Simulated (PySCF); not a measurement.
Molecule: SMILES C#[SiH], CH₂Si.

Molfile (atoms numbered from 1):
```
CH2Si
     RDKit          3D

  4  3  0  0  0  0  0  0  0  0999 V2000
   -0.7773   -0.1467    0.0084 C   0  0  0  0  0  0  0  0  0  0  0  0
    0.7428    0.4579   -0.1302 Si  0  0  0  0  0  4  0  0  0  0  0  0
   -1.8640   -0.0807   -0.0026 H   0  0  0  0  0  0  0  0  0  0  0  0
    2.0023   -0.3115    0.0482 H   0  0  0  0  0  0  0  0  0  0  0  0
  1  2  3  0
  1  3  1  0
  2  4  1  0
M  END
```

Geometry PBE0-D3(BJ)/def2-SVP throughout; GIAO in PySCF, gas phase, one conformer, non-relativistic; equivalent atoms averaged; basis pcSseg-2.

(1) How do the absolute shieldings σ depend on the functional? (ppm; last column core-seconds on shared hosts with different chips, so compare them loosely)

(2) Which nucleus moves most, in ppm?

Results:

(1) 
```
functional                    kind      C1    Si2     H3     H4  core-s
        HF            Hartree–Fock  -501.0  841.2  -3.10  30.40    0.92
       LDA                     LDA   -49.1  455.5  25.27  26.68     2.6
       PBE                     GGA   -44.8  478.3  25.26  27.40     3.2
      BLYP                     GGA   -56.5  474.7  24.98  27.77     3.1
      BP86                     GGA   -46.1  477.6  25.22  27.47     3.1
      OPBE                     GGA   -26.0  498.8  25.46  27.48     3.2
       KT2                     GGA   -29.2  505.1  25.11  27.48     4.1
       KT3                     GGA   -28.8  511.8  25.07  27.88     3.1
     B97-D                     GGA   -41.3  490.3  25.07  27.85     3.1
     B3LYP           global hybrid   -80.7  494.6  23.62  27.82     1.9
      PBE0           global hybrid   -72.8  503.5  23.68  27.54     1.9
  mPW1PW91           global hybrid   -75.8  503.3  23.60  27.63     1.9
      WP04           global hybrid   -95.0  495.4  23.30  28.60     3.5
     B97-2           global hybrid   -65.3  506.6  23.82  27.75     3.1
 BHandHLYP           global hybrid  -146.5  548.6  19.61  28.14       3
 CAM-B3LYP  range-separated hybrid  -113.8  512.5  21.76  27.73     4.1
   wB97X-D  range-separated hybrid   -95.1  513.5  22.48  27.65     4.2
   LC-wPBE  range-separated hybrid  -130.4  531.7  20.75  27.64     7.5
```

(2) C1 (carbon bonded to Si, H): from -501.0 ppm with HF to -26.0 ppm with OPBE. The smallest spread is 3.72 ppm, at H4. Proton shifts span only some 12 ppm, so a few tenths of a ppm matter as much there as several ppm in carbon.
